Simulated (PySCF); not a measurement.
CN, SMILES N#[C] (connectivity only; charge and spin as stated), charge -1, multiplicity 1. The structure is a stationary point at PBE-D3(BJ)/def2-TZVPD.

Calculation: PBE-D3(BJ)/def2-TZVPD (PySCF).

Harmonic wavenumbers (cm⁻¹): 2068. Rotational constants (GHz): 56.00 (linear); symmetry number 1.

Q: Work out the zero-point energy and the ideal-gas rigid-rotor harmonic-oscillator thermochemistry at 298.15 K and 1 atm.

A: ZPE = ½ Σ hcν = ½ × 2068 cm⁻¹ = 2.96 kcal/mol. H − E(el) = 5.03 kcal/mol. Entropy in cal/(mol K): translation 35.70, rotation 11.34, vibration 0.00, total 47.05. G − E(el) = -9.00 kcal/mol. Cp = 6.96 cal/(mol K).
